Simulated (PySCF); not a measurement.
## A ladder for the ionisation energy of Al

Al [Ne] 3s2 3p1 (2P) → Al+ [Ne] 3s2 (1S). Scalar values calculated with PySCF 2.14 in aug-cc-pCVTZ-DK with one added diffuse shell each of s, p, d, f type (spin-free X2C; valence: [Ne] frozen; all electrons: nothing frozen; valence and next inner shell: 1s2 frozen). The spin-orbit shift comes from two-component X2C-1e calculations (generalised Hartree-Fock, GHF, and MP2 on its spinors, GMP2) in x2c-QZVPPall-2c: GMP2 gives 5.837 eV without and 5.846 eV with screened spin-orbit coupling, a shift of 0.009 eV (GHF: 0.009 eV). Sums use unrounded values; where a UHF row is shifted, it takes the GHF shift.

```json
{"method": "UHF", "scalar (eV)": "5.589"}
{"method": "MP2 (valence)", "scalar (eV)": "5.814"}
{"method": "SCS-MP2 (valence)", "scalar (eV)": "5.798"}
{"method": "CCSD (valence)", "scalar (eV)": "5.906"}
{"method": "CCSD(T) (valence)", "scalar (eV)": "5.939"}
{"method": "MP2 (all electrons)", "scalar (eV)": "5.796"}
{"method": "SCS-MP2 (all electrons)", "scalar (eV)": "5.784"}
{"method": "CCSD (all electrons)", "scalar (eV)": "5.898"}
{"method": "CCSD(T) (all electrons)", "scalar (eV)": "5.924"}
{"method": "MP2 (valence and next inner shell)", "scalar (eV)": "5.794"}
{"method": "SCS-MP2 (valence and next inner shell)", "scalar (eV)": "5.783"}
{"method": "CCSD (valence and next inner shell)", "scalar (eV)": "5.896"}
{"method": "CCSD(T) (valence and next inner shell)", "scalar (eV)": "5.923"}
{"method": "LDA", "scalar (eV)": "6.017"}
{"method": "PBE", "scalar (eV)": "6.061"}
{"method": "PBE0", "scalar (eV)": "6.079"}
{"method": "r2SCAN", "scalar (eV)": "6.151"}
{"method": "BHandHLYP", "scalar (eV)": "5.884"}
{"method": "BLYP", "scalar (eV)": "5.854"}
{"method": "HSE06", "scalar (eV)": "6.069"}
{"method": "PW91", "scalar (eV)": "6.096"}
```

**Question.** Form a composite estimate from CCSD(T) (valence and next inner shell) and the spin-orbit shift, and compare it with the reference, 5.986 eV (measured; NIST Atomic Spectra Database, ionization energies).

**Answer.** 5.923 + (0.009) = 5.932 eV, an error of -0.054 eV.

The errors of the correlated levels include the incompleteness of the basis and the frozen core, so a lower level can come closer by cancellation.
